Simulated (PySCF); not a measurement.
Gas-phase reaction: (CH3)3N + 6 C3H4 (propyne) = HCN + 4 C5H8 (cyclic)

Computed with PySCF and rigid-rotor harmonic-oscillator thermochemistry at 1 bar. † marks an energy on the PBE0/def2-TZVP geometry and frequencies; other levels use their own. MP2 freezes the core. All species are closed-shell singlets. MP2 isn't extrapolated to the basis-set limit; its ΔH°(298 K) is -876.4 kJ in def2-SVP and -829.7 kJ in def2-TZVPP. The harmonic model lacks anharmonicity and excited electronic states, which grow with temperature; levels with a mode under 35 cm⁻¹ are left out. Internal rotation in (CH3)3N is treated as a harmonic vibration of one conformer, which makes the entropy rough.

ΔH° and ΔS° at 298 K: MP2/def2-SVP† -876 kJ, -408 J/K; PBE/def2-SVP -906 kJ, -410 J/K; PBE/def2-TZVP† -831 kJ, -408 J/K; PBE0/def2-SVP† -965 kJ, -408 J/K.

**Question.** With the heat capacities included, give log10 K (1 bar) at 500, 600, 1200, 1400, 2500 K from MP2/def2-SVP†, PBE/def2-SVP, PBE/def2-TZVP†, PBE0/def2-SVP†.

**Answer.** 
```csv
T (K),MP2/def2-SVP†,PBE/def2-SVP,PBE/def2-TZVP†,PBE0/def2-SVP†
500,69.8,72.8,65.1,79.1
600,54.3,56.8,50.4,62.1
1200,15.6,16.9,13.6,19.5
1400,10.1,11.3,8.4,13.4
2500,-4.0,-3.3,-4.9,-2.1
```
